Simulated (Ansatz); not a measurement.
Setting up AlH2O2 (SMILES [OH][Al][OH]) in Ansatz

AlH2O2 has 5 atoms, charge 0, and is taken as a doublet. As SMILES, `[OH][Al][OH]`. The shape is that of a PBE0-D4/def2-TZVP optimisation. This is one conformer, not always the lowest.

```xyz
5

O    -1.5735   -0.3246   -0.2375
Al    0.0185   -0.8251    0.0650
O     1.2494    0.3483    0.1600
H    -1.8097    0.5958   -0.3592
H     2.1651    0.1318    0.3304
```

Settings wanted:

```json
{"basis set": "STO-3G", "task": "energy", "method": "FCI", "dispersion": "none", "reference": "UHF", "relativity": "none", "accuracy": "high", "frozen core orbitals": "7"}
```

Write the Ansatz 0.2.0 input and the command.

This one ran through:

run.yaml:
```yaml
crystal:
  periodic: [false, false, false]
  atoms:
    - {symbol: O, position_ang: [-1.573500, -0.324600, -0.237500]}
    - {symbol: Al, position_ang: [0.018500, -0.825100, 0.065000]}
    - {symbol: O, position_ang: [1.249400, 0.348300, 0.160000]}
    - {symbol: H, position_ang: [-1.809700, 0.595800, -0.359200]}
    - {symbol: H, position_ang: [2.165100, 0.131800, 0.330400]}
basis:
  gaussian:
    orbitals: STO-3G
total_charge: 0
magnetization:
  spin_polarized: true
  initial_magnetization: 1
correlation:
  method: fci
  frozen_orbitals: {Al: 5, H: 0, O: 1}
accuracy: high
```

```bash
$ ansatz run run.yaml --threads 1 --pin off --max-ram 2610MiB --events-out events.jsonl --progress --plain --runs-dir runs
```

Calculated total energy: -387.96341 Eh.
